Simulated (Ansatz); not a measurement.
Results of r²SCAN0 (Ansatz, a program for electronic structure, plane waves, PAW) for fcc Au.

Settings: plane-wave cutoff 520 eV, 14×14×14 k mesh, Fermi–Dirac smearing 0.05 eV, scalar-relativistic PAW data made under PBE.

Cell (relaxed at this level):

```yaml
crystal:
  lattice:
    - [0.00000, 2.05695, 2.05695]
    - [2.05695, 0.00000, 2.05695]
    - [2.05695, 2.05695, 0.00000]
  atoms:
    - { symbol: Au, position: [0.00000, 0.00000, 0.00000] }
```

### Question
Give the computed bulk modulus.

### Answer

- bulk modulus = 153 GPa

Measured, for comparison: bulk modulus 182 GPa (0 K value with the zero-point phonon effect removed, our sources range from 175 to 182; as tabulated in Mejia-Rodriguez and Trickey (2018), arXiv:1807.09216). Computed (rounded) less measured: bulk modulus -16 % (-13 % to -16 % over the range).

Spin–orbit coupling is not included; it can shift volumes and moduli of such heavy elements.

Computed values are for the static lattice.
